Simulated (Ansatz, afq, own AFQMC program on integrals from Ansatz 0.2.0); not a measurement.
**NS, doublet: AFQMC among the cluster methods**

```yaml
atoms:
  - { symbol: N, position_ang: [0.0000, 0.0000, 0.0000] }
  - { symbol: S, position_ang: [0.0000, 0.0000, 1.4856] }
```

Basis cc-pVDZ. Only valence electrons are correlated. Ansatz 0.2.0 and our own AFQMC program on the same integrals; the CISD trial comes from CCSD amplitudes, and released means the phaseless constraint is let go. Free AFQMC starts from the CCSD state and is never constrained. Its projection time is finite, and what remains of the start isn't in its error. Uncertainties: one standard error, sampling alone.

Determinant: ROHF, the one that the program's search chose, which needn't be the lowest solution. The geometry is a point of a scan.

No full CI on the walks' own integrals is used here; CCSDT(Q) serves as the reference and is uncertain by about the last step of the cluster series.

Cautions: higher spins were not checked; a spin-contaminated unrestricted determinant lies lower (UHF 419 meV lower, ⟨S²⟩ 1.13).

The T1 diagnostic is 0.0296 and the weight of the determinant in the CISD state is 0.862. The size of the correlated space is 11 electrons in 26 orbitals.

```json
{"level": "MP2", "correlation energy (eV)": "-7.7809"}
{"level": "CCSD", "correlation energy (eV)": "-8.0992"}
{"level": "CCSD(T)", "correlation energy (eV)": "-8.4652"}
```

Question: Estimate where AFQMC with the constraint released lies against CCSD(T) on the same integrals.

Answer: 9.4 ± 3.4 kJ/mol below CCSD(T).

Reference: CCSDT(Q), correlation energy -8.520 eV. The released energy is read at 2.40 1/Eh (meV from the phaseless value at times in 1/Eh: -20 ± 25 at 0.24, -31 ± 21 at 0.51, -65 ± 24 at 0.99, -68 ± 30 at 1.62, -83 ± 35 at 2.40).

```
         level  E − E(reference) (kJ/mol)  share of correlation (%)
       CCSD(T)                        5.3                     99.36
         CCSDT                        4.0                     99.51
 ph-AFQMC/CISD                  3.9 ± 2.5                     99.52
released AFQMC                 -4.1 ± 3.4                    100.50
    free AFQMC                  0.5 ± 2.5                     99.94
```

Free projections are given only where their last times agree within the noise and don't stop above the reference; a slow remainder of the start can still hide under it. A walk keeps the symmetry of its determinant, which the program's search chose and which needn't be the lowest solution, so a lower state of the same spin and another symmetry isn't excluded. Released energies are given only where the last usable release times agree within the noise; a slower fall can still hide under it.
